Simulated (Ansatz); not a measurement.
# Bulk modulus B0 of some fcc solids

Method: revPBE (PAW; Ansatz, a first-principles code). References are measured values corrected to a static lattice. The table is a random draw of 6 from 10 solids with such references.

Values in GPa.

```
solid          reference  revPBE  error (%)
------  ----------------  ------  ---------
fcc Ag     110 (104–111)    79.0        -28
fcc Cu               144     128      -11.1
fcc Au               182     126        -31
fcc Pt               289     235      -18.7
fcc Al  80.8 (77.1–82.0)    75.3       -6.8
fcc Rh     271 (271–289)     243      -10.3
```

Over these 6 solids the mean error is -17.6 %, the mean absolute error 17.6 % (median 14.9 %), and the worst case fcc Au at -31 %; the value is below the reference in 6 of 6 cases. Over all 10, from unrounded values, the mean error is -16.9 % and the mean absolute error 16.9 % (median 16.1 %).

All these references are brought to a static lattice.

Spin–orbit coupling is left out, also for the solids with elements from indium on (fcc Au, fcc Pt); its size isn't shown.

Brackets give the range of the sources taken for a reference, where it is wide; it can hold other temperatures.

Differences are worked out from the printed values.

Each level is taken at its own relaxed cell. Ansatz's density-functional and Hartree–Fock values are scalar-relativistic unless marked +SOC, with PAW data made under PBE.

Ansatz's runs of these crystals have no spin polarisation.

Not in this set, of the fcc solids with a reference value in our tables and a result at some level: 1 for sources at odds; 1 for no value at revPBE (not run, a failed fit, an unstable or unbound cell, or a value held back for tests). These can be a level's best or worst cases. Solids without a released value at any level aren't counted. Layered and molecular crystals are counted apart. The metals Ce to Yb are counted apart.

References as tabulated in Levämäki et al. (2014), arXiv:1402.3671; Mejia-Rodriguez and Trickey (2018), arXiv:1807.09216.
